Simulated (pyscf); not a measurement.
H₂O + H₂N–BH–OH → HO–BH–OH + NH₃, a four-centre exchange (singlet surface; H–O, B–N broken, B–O, H–N formed). Structures and frequencies: ωB97X-D3(BJ)/def2-SVP in PySCF. Correlated levels are frozen-core, on RHF or UHF. ΔMP2 is the change of the MP2 total energy from the triple- to the quadruple-zeta basis. Energies in eV from the separated reactants.

GFN2-xTB: tblite. 

Question: In single points GFN2-xTB puts the saddle at 0.78 eV and the reaction energy at -0.34 eV. Should these be trusted to within a few kcal/mol? Compare with CCSD(T)/def2-TZVPP + ΔMP2(QZVPP).

Answer: CCSD(T)/def2-TZVPP + ΔMP2(QZVPP) gives ΔE‡ = 0.96 eV and ΔE = -0.23 eV. GFN2-xTB lies 0.19 eV under it in the barrier and 0.11 eV under it in the reaction energy, so on this step it does not hold to within 0.13 eV. CCSD(T)/def2-TZVPP + ΔMP2(QZVPP) has limits of its own. On the product side the descent ends in an adduct with a B–N contact, 0.15 eV under the separated species and 1.28 eV under the saddle at ωB97X-D3(BJ)/def2-TZVP. What is counted as broken (B–N) persists as a longer contact in the product adduct; parting that adduct is a step of its own. The reactants may also form a dative adduct at H₂N–BH–OH; it and routes through it were not searched. This is the saddle that the search found; another between the same sides may lie lower. The CCSD(T) − MP2 part came from Ansatz, without density fitting, on the same reference.
